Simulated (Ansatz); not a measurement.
**LiRu: from a trial structure to a relaxed crystal**

Theory: DFT PBE, scalar-relativistic, plane waves, PAW in Ansatz 0.2.0. Cutoff 420 eV, Γ-centred k mesh, Gaussian smearing, no spin polarisation in the final step.

The start puts LiRu on the CuAu (L1_0) structure type (P4/mmm, No. 123), with Li in place of Cu, Ru in place of Au, at a guessed volume.

```
CELL_PARAMETERS angstrom
2.71584 0.00000 0.00000
0.00000 2.71584 0.00000
0.00000 0.00000 3.55968
ATOMIC_POSITIONS crystal
Li 0.50000 0.50000 0.50000
Ru 0.00000 0.00000 0.00000
```

Steps on the 6×6×6 mesh (2 atoms). 10 of 10 steps are shown, and the free energy counts from the last. Trial steps that were taken back and renewals of the plane-wave basis can be among the rows.

```csv
step,ΔF (meV/atom),V (Å³/atom),P (GPa)
1,237.3,13.13,-4.49
2,138.5,12.60,1.84
3,76.7,12.72,2.33
4,32.5,12.93,1.93
5,14.7,13.18,0.93
6,14.4,13.29,-0.09
7,3.7,13.29,1.31
8,0.4,13.49,0.36
9,0.0,13.57,0.01
10,0.0,13.57,0.00
```

A final relaxation ran on a 22×22×12 mesh. The relaxed crystal, P4/mmm (No. 123):

```
Li Ru
1.0
     2.49007    0.00000    0.00000
     0.00000    2.49007    0.00000
     0.00000    0.00000    4.39764
Li Ru
1 1
Direct
  0.50000 0.50000 0.50000
  0.00000 0.00000 0.00000
```

```json
{
 "Volume per atom": "13.63 Å³",
 "Density": "6.58 g/cm³",
 "Energy over the elements": "0.26 eV/atom",
 "Gap on the 22×22×12 mesh": "0 eV (a metal)"
}
```

Formation energies are uncorrected and refer to the elements' standard structures at the same level.

The final run used a 22×22×12 mesh on its 2-atom cell and 0.10 eV smearing. The k mesh leaves about 4 meV/atom of noise in metals.

Symmetry constrained the relaxation, so the result can be a saddle point.

Cost: 3 runs of about 0.52 core-minutes in all, on Intel Xeon 6975P-C (Granite Rapids) (shared hosts).